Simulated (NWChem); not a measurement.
Species: ammonia (NH3); SMILES N

```xyz
4

N      0.0000     0.0000     0.1389
H      0.6618     0.6618    -0.2664
H      0.2422    -0.9040    -0.2664
H     -0.9040     0.2422    -0.2664
```
Atoms are numbered in this order, from 1.

Coordinates come from a PBE0/def2-SVP optimisation.

Hartree-Fock couplings suffer from near triplet instabilities.

Task: Split the isotropic spin-spin couplings (Hz) from Hartree-Fock/pcJ-1 (NWChem) into Fermi-contact, spin-dipolar, paramagnetic and diamagnetic spin-orbit terms, for the pairs 1–3, 2–3.

Result: 
| pair | FC | SD | PSO | DSO | total |
|---|---|---|---|---|---|
| 14N(1)–1H(3) | 49.39 | -0.08 | 2.16 | 0.04 | 51.52 |
| 1H(2)–1H(3) | -27.60 | 0.81 | 5.22 | -4.98 | -26.55 |
